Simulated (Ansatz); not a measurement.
Geometry optimisation, Ansatz, UKS PBE/def2-SVP.

Input file:

```yaml
crystal:
  periodic: [false, false, false]
  atoms:
    - { symbol: Al, position_ang: [0.039856, -0.487324, -0.504638] }
    - { symbol: F, position_ang: [0.286582, -0.94993, 2.328967] }
    - { symbol: H, position_ang: [1.314787, 0.508161, -0.551767] }
    - { symbol: H, position_ang: [-1.430767, 0.155345, -0.283371] }
    - { symbol: O, position_ang: [-0.000519, 0.153661, 3.046715] }
    - { symbol: H, position_ang: [-0.724339, -0.181013, 3.621194] }
magnetization:
  spin_polarized: true
  initial_magnetization: 1
basis:
  gaussian: { orbitals: def2-SVP }
hamiltonian:
  xc: pbe
relax:
  f_tol: 0.03
  max_steps: 50
```

Command:

```bash
$ ansatz run input.yaml --threads 1 --pin off --max-ram 2048MiB --backend cpu --events-out ev --progress --plain --runs-dir out
```

Q: Where does it end, and by what steps?

A: The run converged. After 20 steps the energy has fallen by 6.446 eV; F2 moved furthest, 1.57 Å. Parted: F2–O5 (1.35 → 2.97 Å). Joined: Al1–F2 (2.88 → 1.68 Å), Al1–O5 (3.61 → 1.71 Å).

| step | energy less start (eV) | largest force component (eV/Å) | accepted |
| --- | --- | --- | --- |
| 0 | 0.0000 | 2.976 | yes |
| 1 | -0.2761 | 1.731 | yes |
| 2 | -0.5669 | 2.848 | yes |
| 3 | -0.9958 | 4.150 | yes |
| 4 | -1.7235 | 5.353 | yes |
| 5 | -3.5402 | 2.571 | yes |
| 6 | -4.2197 | 1.093 | yes |
| 7 | -4.4064 | 0.614 | yes |
| 8 | -4.6448 | 0.999 | yes |
| 9 | -4.9654 | 1.377 | yes |
| 10 | -5.3830 | 1.581 | yes |
| 11 | -5.6026 | 3.645 | yes |
| 12 | -6.0423 | 1.927 | yes |
| 13 | -6.1746 | 0.937 | yes |
| 14 | -6.2990 | 0.395 | yes |
| 15 | -6.3684 | 0.667 | yes |
| 16 | -6.4066 | 0.651 | yes |
| 17 | -6.4319 | 0.364 | yes |
| 18 | -6.4436 | 0.135 | yes |
| 19 | -6.4459 | 0.048 | yes |
| 20 | -6.4460 | 0.013 | yes |

```xyz
6
Properties=species:S:1:pos:R:3
Al -0.023 -0.337 1.057
F 0.333 -1.978 1.143
H 0.833 0.532 -0.114
H -0.988 0.129 -0.252
O -0.340 0.599 2.458
H -0.331 0.255 3.365
```

Time of the run: 58 s on 1 thread of Arm Neoverse V1 (shared host), peak memory 0.15 GiB.
